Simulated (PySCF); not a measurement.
C3H4F2.
SMILES with atom numbers: `[F:1]/[CH:2]=[CH:3]\[CH2:4][F:5]` (hydrogens: H6 on C2; H7 on C3; H8, H9 on C4)

Computed by this run: PBE0-D3(BJ)/def2-SVP geometry optimisation, gas phase in PySCF 2.14.0; density fitting, grid level 1; the optimiser is geomeTRIC in internal coordinates, started from a GFN2-xTB structure with every atom displaced at random (about 0.01 Å).

Step 0: E = -8593.3573 eV
```
atom  x, y, z in Å  |  force x, y, z in eV/Å
F1      1.2334   -1.2069   -1.1621   -0.110   0.622   0.494
C2      1.3411   -0.1450   -0.3301   -0.138  -0.671  -0.495
C3      0.2885    0.4057    0.2648    1.502  -0.003   0.135
C4     -1.0684   -0.0532    0.0895   -2.226   0.014   0.169
F5     -1.8491    0.2269    1.1975    0.254   0.176   0.178
H6      2.3710    0.1774   -0.2352    0.293   0.175   0.094
H7      0.4661    1.2400    0.9400    0.004   0.229   0.014
H8     -1.5671    0.4698   -0.7511    0.155  -0.186  -0.139
H9     -1.1577   -1.1319   -0.0470    0.265  -0.356  -0.449
```

Q: Estimate the geometry and energy of step 1. (The exact step hangs on the optimiser's Hessian estimate; all steps are aligned on step 0, rigid shifts and turns removed.)

A: E = -8593.4458 eV, largest force 0.546 eV/Å
```
atom  x, y, z in Å  |  force x, y, z in eV/Å
F1      1.2151   -1.2731   -1.0434    0.079   0.085  -0.132
C2      1.3482   -0.1585   -0.3240    0.000  -0.132   0.227
C3      0.3026    0.4293    0.2458   -0.360  -0.152  -0.083
C4     -1.1140   -0.0461    0.0842    0.515   0.109   0.143
F5     -1.7910    0.1228    1.2631   -0.112  -0.021   0.023
H6      2.3863    0.1735   -0.2280   -0.015  -0.027  -0.051
H7      0.4628    1.3080    0.8724    0.041   0.126  -0.080
H8     -1.6221    0.5364   -0.7028   -0.096   0.034  -0.013
H9     -1.1301   -1.1095   -0.2008   -0.051  -0.022  -0.034
```

The energy changes by -0.0885 eV. The first-order estimate −F·Δx gives -0.2119 eV and the mean of the old and new forces, exact on a quadratic surface, -0.0913 eV. The step makes an angle of 76° with the force vector and moves no atom by more than 0.158 Å.

What follows is the cost of the whole optimisation. Time: 48 s wall; peak memory 0.38 GiB. Hardware: one thread, Arm Neoverse N1 (aarch64), on a shared host.
